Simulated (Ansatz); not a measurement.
# B₂SiH+ (triplet): wave-function methods side by side, def2-QZVPP

The task here is to estimate one member of a computed series from the others.

Program: Ansatz 0.2.0, Gaussian basis. Level of theory: def2-QZVPP, core rule «outside noble gas», up to 7 orbitals frozen. These are calculated values, not measurements.

Plan: UHF; ROHF; CCSD(T) on UHF.

## What is computed

The geometry is a PBE0/def2-TZVP stationary point (not a proven minimum) of the parent state, kept for this charge and spin.

4 atoms, charge 1, spin multiplicity 3.

Atoms are counted from 1 here; the program's logs count them from 0.

Bond lengths: B1–Si2 1.995 Å, B1–B3 1.731 Å, Si2–B3 1.946 Å, B3–H4 1.188 Å. Angles: Si2–B1–B3 62.5°, B1–Si2–B3 52.1°, B1–B3–Si2 65.4°, B1–B3–H4 134.1°, Si2–B3–H4 160.5°.

The first run:

File in.yaml:

```yaml
crystal:
  periodic: [false, false, false]
  atoms:
    - {symbol: B, position_ang: [0.000000, -1.102278, -0.760213]}
    - {symbol: Si, position_ang: [0.000000, 0.151019, 0.792273]}
    - {symbol: B, position_ang: [0.000000, 0.594686, -1.102049]}
    - {symbol: H, position_ang: [0.000000, 1.236325, -2.101784]}
basis:
  gaussian: {orbitals: "def2-QZVPP.json"}
total_charge: 1
magnetization: {spin_polarized: true, initial_magnetization: 2}
hamiltonian: {xc: hf}
output: {orbitals: {seedname: orbitals}}
```

Command:

```bash
> ansatz run in.yaml --threads 1 --pin off --events-out ev --progress --plain --max-ram 2393MiB
```

Among the steps run: UHF; ROHF; CCSD(T) on UHF.

One of the session's tables, all rows but one given; the rest of the session is left out.

It belongs to the step «Misses and costs». 

```
  method  from UCCSD(T) (kcal/mol)
    ROHF                   +193.10
     UHF                         ?
    UMP2                    +40.58
   UCCSD                    +12.18
UCCSD(T)                         0
```

Estimate the missing values for UHF.

**Answer.** from UCCSD(T) (kcal/mol): +178.66. In the column «from UCCSD(T) (kcal/mol)» it lies between UMP2 (+40.58) and ROHF (+193.10).

Limits of these values: The determinant is far from a pure spin state, so its energy mixes those of several spin states (harmless only where they are near-degenerate, as at dissociation).
